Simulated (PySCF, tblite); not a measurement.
**SiH₄, a small molecule taken as a stand-in for a surface group (silyl): NMR shifts, core binding energies and electronic excitations**

Aim: the NMR shifts, core binding energies and electronic excitations of `[SiH4]`.

Computed with tblite 0.8.0 and PySCF 2.14.0; each step states its level. No surroundings beyond the atoms listed, unless a continuum is named. Atoms count from 0, parts from 1.

## 1. The system as given

5 atoms, charge 0, multiplicity 1; geometry: distance geometry start.

## 2. Geometry optimisation with GFN2-xTB

Job settings and geometry (Å):

```
{"job": {"kind": "relax", "xc": "GFN2-xTB", "basis": "xTB"}, "charge": 0, "multiplicity": 1}
Si    -0.151094     0.958973    -0.578129
H      0.925778     0.045235    -0.822997
H     -0.707960     0.693508     0.699481
H      0.325158     2.300594    -0.647895
H     -1.129638     0.754582    -1.589904
```

Level: GFN2-xTB geometry optimisation, gas phase.

The run is started by

```sh
$ OMP_NUM_THREADS=1 python cluster_run.py task.json out
```

The driver reads the jobs from task.json and runs them one after another.

**Question.** The jobs that follow are: PBE0-D3(BJ)/def2-SVP geometry optimisation, gas phase; GIAO PBE0/pcSseg-2 NMR shielding, non-relativistic, gas phase; delta-SCF UKS SCAN, pcX-2 on the ionised atom, pcseg-1 elsewhere, spin-free X2C; TDDFT CAM-B3LYP/def2-SVPD, vertical, gas phase, core orbitals frozen in the response. Predict: point group; rotational constants (main isotopes); 1H shifts against TMS (PBE0/pcSseg-2, means over atoms taken as alike); 29Si shifts against TMS (PBE0/pcSseg-2); surface potential, 1st and 99th percentile; Si2p binding energies, SCAN/pcX-2; lowest singlet (CAM-B3LYP/def2-SVPD); brightest single state of those computed; lowest triplet; vertical ionisation energy (ΔSCF).

The runs gave:

| quantity | value |
| --- | --- |
| point group | Td |
| rotational constants (main isotopes) | 84.40, 84.37, 84.34 GHz |
| 1H shifts against TMS (PBE0/pcSseg-2, means over atoms taken as alike) | 3.57 ppm |
| 29Si shifts against TMS (PBE0/pcSseg-2) | -105.9 ppm |
| surface potential, 1st and 99th percentile | 0.07 V and 0.98 V |
| Si2p binding energies, SCAN/pcX-2 | Si0 107.39 eV |
| lowest singlet (CAM-B3LYP/def2-SVPD) | 9.27 eV (134 nm), f = 0.000 |
| brightest single state of those computed | state 4, 9.27 eV, f = 0.149 |
| lowest triplet | 8.50 eV |
| vertical ionisation energy (ΔSCF) | 12.57 eV |

**Reading.** The optimisation took 3 steps and gained 0.053 eV; among the close pairs (by a distance rule), Si0–H1 changed most, from 1.429 to 1.493 Å (PBE0/def2-SVP). The lowest singlet, at 9.27 eV, is HOMO→LUMO+2 0.48, HOMO−1→LUMO+1 0.48 and is dark; of the 6 states computed, the strongest absorption comes from states 4 to 6 together at 9.27 eV (the last computed, so partners may be missing). The lowest triplet lies 0.77 eV below the lowest singlet (triplets in Tamm-Dancoff, singlets in full TDDFT). ΔSCF puts the ionisation energy at 12.57 eV, 1.31 eV above −ε(HOMO).
